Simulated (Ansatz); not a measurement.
Results of rVV10 in Ansatz (plane waves, PAW) for fcc Rh.

Numerical settings: plane-wave cutoff 500 eV, 32×32×32 k mesh, Fermi–Dirac smearing 0.1 eV, no spin polarisation, scalar-relativistic PAW data made under PBE.

Computed at the level's own relaxed cell.

**Question.** What does this level give for the volume per atom and lattice parameter a?

**Answer.** 
* **volume per atom**: 14.47 Å³/atom
* **lattice parameter a**: 3.868 Å

Measured, for comparison: equilibrium volume per atom 13.65 Å³/atom, lattice constant a 3.794 Å (static lattice: zero-point anharmonic expansion removed; as tabulated in Mejia-Rodriguez and Trickey (2018), arXiv:1807.09216). Computed (rounded) less measured: equilibrium volume per atom +6.0 %, lattice constant a +2.0 %.

Computed values are for the static lattice.

Cost on a shared machine: around 70 core-seconds (rough).

Ansatz is a first-principles code.
